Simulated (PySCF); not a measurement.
**AlSi (quartet): basis, grid and Hamiltonian**

Aim: see how much the energy and properties of AlSi (quartet) depend on the numerical set-up.

Program: PySCF 2.14.0. Level of theory: method and basis as typed in the scripts. These are calculated values, not measurements.

5 further runs of the same task are left out: 5 that didn't finish.

## 1. The starting structure

AlSi (quartet): 2 atoms, charge 0, spin multiplicity 4.

Bond lengths: Al1–Si2 2.656 Å.

## 2. The base run

input.py

```python
from pyscf import gto, scf

mol = gto.M(
    atom='Al 0 0 0; Si 0 0 2.656',
    basis='def2-svpd',
    charge=0,
    spin=3,
    symmetry=True,
    verbose=4,
)
mf = scf.UHF(mol)
mf.kernel()
mf.analyze()
print('orbital energies (hartree):', [e[max(0, n-3):n+3].round(4) for e, n in zip(mf.mo_energy, mol.nelec)])
```

The run is started by

```bash
OMP_NUM_THREADS=1 python input.py
```

The log of this run is left out.

It gives: E(SCF) = -530.603338 Eh, 14 cycles, ⟨S²⟩ = 3.770, μ = 2.40 D.

The bond length is a typed value, not an optimised one. The quartet is typed in the script; nothing here shows that it is the ground state.

## 3. Ano-rcc-vdzp (X2C on)

Run 1 changes basis set: def2-svpd → ano-rcc-vdzp; spin-free X2C: off → on.

input.py

```python
from pyscf import gto, scf

mol = gto.M(
    atom='Al 0 0 0; Si 0 0 2.656',
    basis='ano-rcc-vdzp',
    charge=0,
    spin=3,
    symmetry=True,
    verbose=4,
)
mf = scf.UHF(mol)
mf = mf.sfx2c1e()
mf.kernel()
mf.analyze()
print('orbital energies (hartree):', [e[max(0, n-3):n+3].round(4) for e, n in zip(mf.mo_energy, mol.nelec)])
```

The run is started by

```bash
OMP_NUM_THREADS=1 python input.py
```

## 4. Def2-svp

Run 2 changes basis set: def2-svpd → def2-svp.

input.py: that of step 2 with these lines changed.

```diff
@@ -4,3 +4,3 @@
     atom='Al 0 0 0; Si 0 0 2.656',
-    basis='def2-svpd',
+    basis='def2-svp',
     charge=0,
```

## 5. Pcseg-1

Run 3 changes basis set: def2-svpd → pcseg-1.

input.py: that of step 2 with these lines changed.

```diff
@@ -4,3 +4,3 @@
     atom='Al 0 0 0; Si 0 0 2.656',
-    basis='def2-svpd',
+    basis='pcseg-1',
     charge=0,
```

## 6. Spin-free X2C on

Run 4 changes spin-free X2C: off → on.

input.py: that of step 2 with these lines changed.

```diff
@@ -11,2 +11,3 @@
 mf = scf.UHF(mol)
+mf = mf.sfx2c1e()
 mf.kernel()
```

Before running it: what results should come out? Wanted: for each run, E(SCF); from base; gap, α spin; SCF dipole.

As calculated:

| run | E(SCF) (hartree) | from base (eV) | cycles | gap, α spin (eV) | SCF dipole (D) | functions |
| --- | --- | --- | --- | --- | --- | --- |
| base | -530.603338 | 0 | 14 | 8.13 | 2.40 | 48 |
| ano-rcc-vdzp (X2C on) | -531.831198 | not comparable | 14 | 8.42 | 2.58 | 36 |
| def2-svp | -530.599594 | +0.1019 | 14 | 8.13 | 2.61 | 36 |
| pcseg-1 | -530.723126 | -3.2596 | 13 | 7.86 | 3.02 | 36 |
| spin-free X2C on | -531.545556 | -25.6391 | 14 | 8.13 | 2.41 | 48 |

**Reading.** Of the runs whose energies can be compared, “spin-free X2C on” moves the SCF energy most (-25.639 eV). def2-svp (36 functions) gives an energy 0.10 eV higher than def2-svpd (48). pcseg-1 (36 functions) gives an energy 3.26 eV lower than def2-svpd (48); size alone doesn't order basis sets of different families. Scalar relativity lowers the total energy by 25.64 eV, nearly all of it in the inner shells; a basis contracted without relativity catches only part of it.
